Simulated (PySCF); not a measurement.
# C4H2OS: the cost of one run

Computed with PySCF 2.14.0 and routines of our own; the level stands in each step. Atoms count from 0.

## 1. The starting structure

8 atoms, charge 0, multiplicity 1; geometry from: GFN2-xTB.

## 2. Optimising the geometry at PBE0-D3(BJ)/def2-TZVP

Job settings and geometry (Å):

```
{"job": {"xc": "PBE0", "basis": "def2-TZVP", "d3": "d3bj", "grid": 2, "kind": "geom"}, "charge": 0, "multiplicity": 1}
O     -1.536215     1.899378    -0.382089
C     -1.154433     0.801358    -0.162956
C     -1.210286    -0.549068     0.183435
C      0.037978    -0.099699    -0.102393
C      1.425853    -0.208154    -0.135153
S      2.292136    -0.361190     1.244830
H     -1.775487    -1.422426     0.414917
H      1.929511    -0.050787    -1.085157
```

On the command line:

```bash
OMP_NUM_THREADS=1 python excited_run.py task.json out
```

The driver reads the jobs from task.json and runs them one after another.

**Question.** How long does this first job take on 1 thread of Intel Xeon Platinum 8488C, shared host, and how much memory does it need?

About 2.3 min, with a peak of 0.83 GiB.
